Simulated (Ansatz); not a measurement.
# LiNH−: functionals against CCSD(T) at one geometry

One table from this session's results is given with a row withheld; the runs are named, their logs left out.

The runs use Ansatz 0.2.0, Gaussian basis; single points in def2-TZVPPD.

Correlated methods freeze the cores. The outer core shell of Li, Na, Mg and K is correlated.

## Starting geometry

3 atoms, charge -1, spin multiplicity 1.

Atoms are counted from 1 here; the program's logs count them from 0.

Bond lengths: Li1–N2 1.593 Å, N2–H3 1.018 Å. Angles: Li1–N2–H3 176.9°.

Coordinates:

```xyz
3
HLiN
Li   -1.0630    0.7424   -0.4972
N     0.2090    0.0048    0.1147
H     1.0412   -0.4169    0.5219
```

Set-up of the first run:

run/in.yaml reads:

```yaml
crystal:
  periodic: [false, false, false]
  atoms:
    - {symbol: Li, position_ang: [-1.063006, 0.742414, -0.497194]}
    - {symbol: N, position_ang: [0.208991, 0.004838, 0.114748]}
    - {symbol: H, position_ang: [1.041152, -0.416924, 0.521942]}
basis:
  gaussian: {orbitals: "def2-TZVPPD.json"}
total_charge: -1
hamiltonian: {xc: pbe, dispersion: d4}
output: {forces: true}
```

The basis file named in the input lies beside it (Basis Set Exchange, JSON).

Run with:

```bash
> ansatz run in.yaml --threads 2 --pin off --events-out ev --progress --plain --max-ram 3481MiB
```

Among the steps run: PBE-D4/def2-TZVPPD; r2SCAN-D4/def2-TZVPPD; PBE0-D4/def2-TZVPPD; wB97M-V/def2-TZVPPD; CCSD(T)/def2-TZVPPD.

One of the session's tables, all rows but one given; the rest of the session is left out.

| method | RMS force component (eV/Å) | angle to CCSD(T) forces (°) |
| --- | --- | --- |
| PBE-D4 | ? | ? |
| r2SCAN-D4 | 0.502 | 3.0 |
| PBE0-D4 | 0.403 | 8.0 |
| wB97M-V | 0.385 | 10.6 |
| CCSD(T) | 0.598 | reference |

**Question.** Estimate the row for PBE-D4.

The run gave: RMS force component (eV/Å): 0.469; angle to CCSD(T) forces (°): 15.1. In the column «RMS force component (eV/Å)» it lies between PBE0-D4 (0.403) and r2SCAN-D4 (0.502).

Caveats from the session: The anion's highest level is positive in at least one run, so there the basis alone may hold the extra electron.
